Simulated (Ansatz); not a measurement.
A made-up structure of MgH2S2, singlet:

| atom | x (Å) | y (Å) | z (Å) |
| --- | --- | --- | --- |
| Mg1 | 0.1940 | 1.3454 | 1.0831 |
| S2 | -1.0595 | 0.1064 | -0.4353 |
| S3 | 1.0159 | -0.5766 | 0.9267 |
| H4 | -1.9255 | -0.3871 | -1.3606 |
| H5 | 1.9859 | -0.3680 | 0.0113 |

It is relaxed with PBE-D4/def2-SVP and then PBE0-D4/def2-TZVP (Ansatz 0.2.0). Atoms count as bonded within 1.22 times the sum of their covalent radii (H–H: 0.88 Å). The end point is not checked to be a true minimum.

Does its bonding change? (A judgement: the text doesn't fix the answer.)

Computed: No: no bond forms or breaks.

Where it ends: The first stage lowers the energy by 3.80 eV in 14 steps. It ends as MgH₂S₂ ([SH][Mg][SH]):
```json
{"atom": "Mg1", "x (Å)": "-0.1068", "y (Å)": "-0.1278", "z (Å)": "0.3438"}
{"atom": "S2", "x (Å)": "-2.0789", "y (Å)": "-0.4263", "z (Å)": "-0.7693"}
{"atom": "S3", "x (Å)": "1.8506", "y (Å)": "0.1559", "z (Å)": "1.4861"}
{"atom": "H4", "x (Å)": "-2.0406", "y (Å)": "0.8136", "z (Å)": "-1.2897"}
{"atom": "H5", "x (Å)": "2.5865", "y (Å)": "-0.2953", "z (Å)": "0.4544"}
```

Labels in which every atom is bracketed show which atoms are joined, not bond orders.

For scale, one of the runs: PBE0-D4/def2-TZVP relaxation, 118 basis functions, launched by `ansatz run in.yaml --threads 2 --pin off --events-out ev --progress --plain --max-ram 4352MiB`. Hardware: 2 CPU threads of an Arm Neoverse V2, shared host. Wall time about 9 s.
